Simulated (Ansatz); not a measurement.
# What a trial cell of BeWN4 relaxes into

The calculation used Ansatz, DFT PBE, scalar-relativistic, plane waves, PAW. Cutoff 420 eV, Γ-centred k mesh, Gaussian smearing, no spin polarisation in the final step.

The start puts BeWN4 on the scheelite structure type (I4_1/a, No. 88), with W in place of Ca, Be in place of W, N in place of O, at a guessed volume.

```
CELL_PARAMETERS angstrom
-2.34384 2.34384 5.08461
2.34384 -2.34384 5.08461
2.34384 2.34384 -5.08461
ATOMIC_POSITIONS crystal
Be 0.75000 0.25000 0.50000
Be 0.00000 0.00000 0.00000
W 0.25000 0.75000 0.50000
W 0.50000 0.50000 0.00000
N 0.59420 0.48630 0.40930
N 0.23630 0.32700 0.39210
N 0.07700 0.18490 0.59070
N 0.93490 0.84420 0.60790
N 0.15580 0.76370 0.09070
N 0.51370 0.92300 0.10790
N 0.67300 0.06510 0.90930
N 0.81510 0.40580 0.89210
```

Cell and atoms relax at zero pressure; the relaxation can't lower the symmetry of the start. After a coarse first stage the cell is made exact in the group found at 0.06 Å.

Energies over the elements count from the elements' standard structures at the same level (N₂ as a molecule), with no empirical corrections.

Problem. What does it relax into?

Solution. It keeps I4_1/a (No. 88). The result still has the scheelite structure. Conventional cell: a = 5.141 Å, c = 7.912 Å. Be is coordinated by 4 N at 1.75 Å; W has 8 N at 2.09–2.10 Å; N has 1 Be at 1.75 Å, 2 N at 2.04 Å and 2 W at 2.09–2.10 Å.

```xyz
12
Lattice="-2.5706 2.5706 3.9558 2.5706 -2.5706 3.9558 2.5706 2.5706 -3.9558" Properties=species:S:1:pos:R:3 pbc="T T T"
Be    0.0000    2.5706    1.9779
Be    0.0000    0.0000    0.0000
W     2.5706    0.0000    1.9779
W     0.0000    0.0000    3.9558
N     0.9451    1.2026    2.5233
N     1.3680    0.9451    0.5454
N     1.6255    1.3680   -1.4325
N     1.2026    1.6255    4.5012
N     1.6255   -1.2026    3.4104
N     1.2026   -0.9451    5.3883
N     0.9451    3.7732   -0.5454
N     1.3680    3.5158    1.4325
```

Problem. What are its volume, energy, density and gap?

Solution. The volume per atom is 8.71 Å³ and the density is 7.90 g/cm³. The energy over the elements is 0.49 eV/atom and the gap on the 10×10×10 mesh is 0 eV (a metal).

The final run used a 10×10×10 mesh on its 12-atom cell and 0.10 eV smearing. The k mesh leaves about 4 meV/atom of noise in metals. Spin–orbit coupling is left out. Symmetry constrained the relaxation, so the result can be a saddle point.

Cost: 3 runs of about 6.6 core-minutes in all, on Intel Xeon Processor @ 2.70GHz (shared hosts).